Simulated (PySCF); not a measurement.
Species: thionylimide, HNOS.
Atom-mapped SMILES: `[NH:1]=[S:2]=[O:3]`

Geometry (PBE0-D3(BJ)/def2-SVP, Å), atoms numbered from 1 in this order:
```xyz
4
HNOS angstrom
N     -0.439    0.377   -1.314
S     -0.089   -0.927   -0.606
O     -1.086   -2.008   -0.548
H     -1.385    0.413   -1.717
```

Method used: delta-SCF UKS SCAN, pcX-2 on the ionised atom, pcseg-1 elsewhere, spin-free X2C (PySCF). The ground state was rerun for each ionised atom, in the same mixed basis as its hole state.

```json
{"ionised atom": "N1", "basis functions": "82", "E(ground) (Eh)": "-529.74211", "binding energy (eV)": "406.002"}
{"ionised atom": "O3", "basis functions": "82", "E(ground) (Eh)": "-529.75944", "binding energy (eV)": "538.553"}
{"ionised atom": "S2", "basis functions": "93", "E(ground) (Eh)": "-529.89012", "binding energy (eV)": "2482.047"}
```

Task: Fill in the total energy of each core-ionised state.

Result: With binding energy = E(ionised) − E(ground) and 27.2114 eV a hartree:

```tsv
atom	binding energy (Eh)	E(ionised) (Eh)
N1	14.9203	-514.8218
O3	19.7915	-509.9680
S2	91.2135	-438.6766
```

Task: How much do the ground-state energies differ, and what would follow from using one of them for all holes?

Result: They run from -529.8901 Eh (core basis on S2) to -529.7421 Eh (on N1), 0.1480 Eh or 4.03 eV apart, for one and the same state in different bases and grids. Pairing the ion of N1 with the ground state of S2 would put its binding energy 4.03 eV too high.

Only 1s holes are shown. Isolated species at its PBE0-D3(BJ)/def2-SVP geometry, gas phase.

On an Arm Neoverse V1 with one thread, shared host with 32 logical CPUs at a one-minute load of 16, this took 17 s and 0.39 GiB of memory at its peak.
